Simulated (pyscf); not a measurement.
## Substitution at Si: `[F][CH][F]` [doublet] + `[SiH4]` -> `[F][CH]([F])[SiH3]` + `[H]` [doublet]

Gas phase, doublet surface, charge 0. Bonds broken: Si5–H6. Bonds formed: C2–Si5. PySCF, gas phase, ωB97X-D3(BJ)/def2-SVP geometries.

Transition state (Å):

```xyz
9

F     -0.3964    -0.5325     1.6026
C     -1.1363    -0.5758     0.4685
F     -1.0119    -1.8079    -0.0810
H     -2.1981    -0.4075     0.7294
Si    -0.4549     0.7926    -0.8186
H      0.1863     1.9127    -1.9039
H      0.9328     0.2286    -0.8964
H     -1.4286     0.5054    -1.9213
H     -0.7128     1.9944     0.0389
```

One imaginary mode, 628i cm⁻¹; descent along it reached the two sides named.

```
bond    change  reactant side (Å)  saddle  product side
------  ------  -----------------  ------  ------------
Si5–H6  breaks              1.492   1.686           3.5
C2–Si5   forms                3.3   1.998         1.919
```

Electronic energies relative to the separated reactants (kcal/mol):

```csv
level,barrier,reaction energy,reverse barrier
ωB97X-D3(BJ)/def2-TZVP,19.7,+13.2,6.5
PBE/def2-TZVP,11.4,+14.4,-3.0
r²SCAN/def2-TZVP,13.8,+17.2,-3.4
B3LYP-D3(BJ)/def2-TZVP,17.9,+17.2,0.7
PBE0-D3(BJ)/def2-TZVP,15.5,+14.0,1.5
M06-2X/def2-TZVP,19.1,+13.1,6.0
ωB97M-D3(BJ)/def2-TZVP,20.1,+13.9,6.3
HF/def2-TZVP,42.2,+19.0,23.2
```

With ωB97M-D3(BJ)/def2-TZVP energies and thermal terms (ideal gas, 1 atm, RRHO with modes under 100 cm⁻¹ raised to 100, one conformer, R ln 2 for chiral ones without a mode under 150 cm⁻¹), in kcal/mol:

| T (K) | ΔH‡ | ΔG‡ | ΔH | ΔG |
|---|---|---|---|---|
| 298 | 18.3 | 27.9 | +12.2 | +15.1 |
| 600 | 19.2 | 37.3 | +13.6 | +17.5 |
| 900 | 20.2 | 46.1 | +14.9 | +19.2 |
| 1200 | 21.1 | 54.6 | +16.1 | +20.4 |

At PBE, r²SCAN this geometry lies under the product side: in single points on another level's saddle the reverse barrier vanishes, and the forward threshold there is about the reaction energy. The same reactants have a lower exit, to F–CH₂–F + SiH₃• (barrier +9.1 kcal/mol at ωB97M-D3(BJ)/def2-TZVP, against +20.1 kcal/mol here). This is the saddle that the search found; another between the same sides may lie lower. The angle at the attacked Si is 177°.
